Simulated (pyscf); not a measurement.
Thermochemistry of product channels of disiloxane (H₃Si–O–SiH₃) + F atom (F•) on the doublet surface, in kJ/mol, from ωB97M-D3(BJ)/def2-TZVP energies (ideal gas, 1 atm, RRHO with modes under 100 cm⁻¹ raised to 100, one conformer, R ln 2 for chiral ones without a mode under 150 cm⁻¹). Single points on ωB97X-D3(BJ)/def2-SVP structures (PySCF, gas phase).

```json
[
 {"products": "F–SiH•–O–SiH₃ + hydrogen (H₂)", "ΔE": "-291.0", "ΔH(298 K)": "-299.0", "ΔG(298 K)": "-298.7", "ΔG(600 K)": "-299.5"},
 {"products": "F–SiH₂–O–SiH₃ + H atom (H•)", "ΔE": "-258.5", "ΔH(298 K)": "-268.8", "ΔG(298 K)": "-262.4", "ΔG(600 K)": "-256.7"},
 {"products": "F–SiH₂–O–SiH₂• + hydrogen (H₂)", "ΔE": "-300.6", "ΔH(298 K)": "-308.4", "ΔG(298 K)": "-308.1", "ΔG(600 K)": "-309.0"},
 {"products": "•H₂Si–O–SiH₃ + hydrogen fluoride (HF)", "ΔE": "-163.4", "ΔH(298 K)": "-162.5", "ΔG(298 K)": "-170.0", "ΔG(600 K)": "-178.0"},
 {"products": ":HSi–O–SiH₃ [singlet] + hydrogen fluoride (HF) + H atom (H•)", "ΔE": "+81.5", "ΔH(298 K)": "+64.3", "ΔG(298 K)": "+27.9", "ΔG(600 K)": "-10.6"}
]
```

The channel to :HSi–O–SiH₃ [singlet] + HF + H• turns favourable between 298 and 1200 K (ΔG from +27.9 kJ/mol to -88.7 kJ/mol).

These are energies of the channels, which say nothing of barriers. Left out: orbital degeneracy and the spin-orbit lowering of F.
